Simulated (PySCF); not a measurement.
Gas-phase reaction: 2 SiO(OH)2 + 2 Si2H5 → 5 H2SiO + H3SiOH. Level: ωB97M-V/def2-TZVP†; standard pressure 1 bar.

Energies from PySCF, thermal terms from the rigid-rotor harmonic-oscillator model, ideal gas at 1 bar. † marks an energy on the PBE0/def2-TZVP geometry and frequencies. Open shells (unrestricted): Si2H5 (multiplicity 2); the rest are closed-shell singlets. SiO(OH)2, Si2H5, H2SiO, H3SiOH: computed as isolated molecules; such fragments, hydroxides, amides, oligomers or adducts are transient or little studied in the gas. The harmonic model lacks anharmonicity and excited electronic states, which grow with temperature; levels with a mode under 35 cm⁻¹ are left out. Internal rotation in SiO(OH)2, Si2H5, H3SiOH is treated as a harmonic vibration of one conformer, which makes the entropy rough.

```json
[
 {"T (K)": "600", "1000/T (1/K)": "1.6667", "log10 K": "-19.12"},
 {"T (K)": "800", "1000/T (1/K)": "1.2500", "log10 K": "-11.27"},
 {"T (K)": "1000", "1000/T (1/K)": "1.0000", "log10 K": "-6.64"},
 {"T (K)": "1200", "1000/T (1/K)": "0.8333", "log10 K": "-3.60"},
 {"T (K)": "1400", "1000/T (1/K)": "0.7143", "log10 K": "-1.46"},
 {"T (K)": "1600", "1000/T (1/K)": "0.6250", "log10 K": "?"}
]
```

Question: Fit log10 K = a + b·(1000/T) to the five rows, get the mean ΔH° and ΔS°, and predict log10 K at 1600 K.

Answer: Means: 1000/T = 1.0929, log10 K = -8.418. Sums of products about the means: Sxy = -10.63908, Sxx = 0.573287, so b = Sxy/Sxx = -18.56 and a = -8.418 − (-18.56)×1.0929 = 11.87.
ΔH° = −R ln 10 × 1000 K × b = −19.145 × (-18.56) = 355 kJ; ΔS° = R ln 10 × a = 227 J/K. The run's own values go from 364 kJ and 241 J/K at 600 K to 336 kJ and 212 J/K at 1600 K.
Prediction at 1600 K: 11.87 + (-18.56)×0.6250 = 0.27. The computed value is 0.12, 0.15 from the line.
For scale, ΔH°(298 K) is 375 kJ at this level, 396 kJ at ωB97X-V/def2-TZVP†, and runs from -478 to 480 kJ over the 20 levels computed.
